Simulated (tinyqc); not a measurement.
RKS/BLYP in the sto-3g basis, for H2O, spin multiplicity 1, step by step (part 2 of 2). Computed by tinyqc, a small Python program that keeps every step (integrals from PySCF). Command: `OMP_NUM_THREADS=1 python tinyqc.py 31547 31548 out.jsonl` (the two numbers bound the seeds that draw the settings). One thread of a shared host (Intel(R) Xeon(R) Processor @ 2.60GHz), about 0.7 s of CPU time with the checks.

Geometry (angstrom):
```
atom        x         y        z
O     0.00000   0.00000  0.00000
H     0.00000   0.81300  0.58100
H     0.00000  -0.81300  0.58100
```

## Iteration 9 (converged): orbitals

converged F (hartree), lower triangle:
```
            1O 1s     1O 2s    1O 2px    1O 2py    1O 2pz     2H 1s     3H 1s
1O 1s   -18.48329
1O 2s    -4.76309  -1.92178
1O 2px    0.00000   0.00000  -0.06105
1O 2py    0.00000   0.00000   0.00000  -0.19228
1O 2pz   -0.02084  -0.15524   0.00000   0.00000  -0.13527
2H 1s    -0.99294  -0.70452   0.00000  -0.23674  -0.21116  -0.38143
3H 1s    -0.99294  -0.70452   0.00000   0.23674  -0.21116  -0.25031  -0.38143
```

X, lower triangle:
```
           1O 1s     1O 2s   1O 2px    1O 2py    1O 2pz     2H 1s    3H 1s
1O 1s    1.02405
1O 2s   -0.14144   1.21758
1O 2px   0.00000   0.00000  1.00000
1O 2py   0.00000   0.00000  0.00000   1.10563
1O 2pz  -0.00898   0.09416  0.00000   0.00000   1.04532
2H 1s    0.02132  -0.27359  0.00000  -0.21842  -0.13212   1.18188
3H 1s    0.02132  -0.27359  0.00000   0.21842  -0.13212  -0.07534  1.18188
```

Diagonalise F' = X^T F X, C = X C', fill 5 alpha and 5 beta electrons from the bottom; D = 2 C_occ C_occ^T. Each column has its largest component positive (the first on a tie).

F' = X^T F X (hartree), lower triangle:
```
           1         2         3         4         5         6         7
1  -18.12042
2   -2.54753  -0.90227
3    0.00000   0.00000  -0.06105
4    0.00000   0.00000   0.00000  -0.01888
5   -0.03409  -0.03611   0.00000   0.00000  -0.06350
6   -0.14890  -0.31552   0.00000  -0.26922  -0.17183  -0.03823
7   -0.14890  -0.31552   0.00000   0.26922  -0.17183  -0.07267  -0.03823
```

orbital energies (hartree): MO1 -18.49357, MO2 -0.81586, MO3 -0.37388, MO4 -0.15088, MO5 -0.06105, MO6 0.26321, MO7 0.38945

coefficients C:
```
             MO1       MO2       MO3       MO4      MO5       MO6       MO7
1O 1s    0.99341  -0.22753   0.00000   0.12439  0.00000  -0.12476   0.00000
1O 2s    0.02946   0.80580   0.00000  -0.60672  0.00000   0.80174   0.00000
1O 2px   0.00000   0.00000   0.00000   0.00000  1.00000   0.00000   0.00000
1O 2py   0.00000   0.00000   0.59800   0.00000  0.00000   0.00000   0.97991
1O 2pz   0.00428   0.19308   0.00000   0.75098  0.00000   0.73162   0.00000
2H 1s   -0.00690   0.17485   0.44651   0.29030  0.00000  -0.76817  -0.79915
3H 1s   -0.00690   0.17485  -0.44651   0.29030  0.00000  -0.76817   0.79915
```

D after iteration 9, lower triangle:
```
           1O 1s     1O 2s   1O 2px    1O 2py   1O 2pz     2H 1s    3H 1s
1O 1s    2.10823
1O 2s   -0.45909   2.03659
1O 2px   0.00000   0.00000  2.00000
1O 2py   0.00000   0.00000  0.00000   0.71520
1O 2pz   0.10746  -0.59985  0.00000   0.00000  1.20255
2H 1s   -0.02105  -0.07088  0.00000   0.53402  0.50349   0.62854
3H 1s   -0.02105  -0.07088  0.00000  -0.53402  0.50349  -0.16895  0.62854
```

## Convergence

Stop when the energy changes by less than 1e-10 hartree and every element of the error matrix X^T (F D S - S D F) X is below 3e-06.

Course of the cycle:
```
iteration  E (hartree)     change  largest element of the error matrix
1          -73.5533186          -                             6.55e-01
2          -74.2485139  -6.95e-01                             7.18e-01
3          -75.3008105  -1.05e+00                             4.90e-02
4          -75.3030760  -2.27e-03                             3.01e-02
5          -75.3039578  -8.82e-04                             1.26e-02
6          -75.3041494  -1.92e-04                             1.86e-03
7          -75.3041536  -4.17e-06                             1.03e-04
8          -75.3041536  -1.28e-08                             1.01e-07
9          -75.3041536  -1.42e-14                             1.24e-12
```

PySCF RKS in the same basis, fine grid = -75.2833983 hartree

Converged in 9 iterations. The coarse grid moves the energy by -2.08e-02 hartree.

## Populations, bond orders and dipole

overlap S, lower triangle:
```
          1O 1s    1O 2s   1O 2px    1O 2py   1O 2pz    2H 1s    3H 1s
1O 1s   1.00000
1O 2s   0.23670  1.00000
1O 2px  0.00000  0.00000  1.00000
1O 2py  0.00000  0.00000  0.00000   1.00000
1O 2pz  0.00000  0.00000  0.00000   0.00000  1.00000
2H 1s   0.04884  0.44761  0.00000   0.30792  0.22005  1.00000
3H 1s   0.04884  0.44761  0.00000  -0.30792  0.22005  0.21371  1.00000
```

Mulliken: Z minus the diagonal of D S on the atom; Loewdin: the same with S^(1/2) D S^(1/2); Mayer order: 2 sum_s sum (D(s) S)_ij (D(s) S)_ji over the two atoms.

Charges (e):
```
atom  Mulliken   Loewdin
1O    -0.33018  -0.22976
2H     0.16509   0.11488
3H     0.16509   0.11488
```

Mayer bond orders:
```
pair    order
2-1   0.95810
3-1   0.95810
3-2   0.01465
```

dipole moment about the origin, x y z (debye): 0.00000  0.00000  1.54182
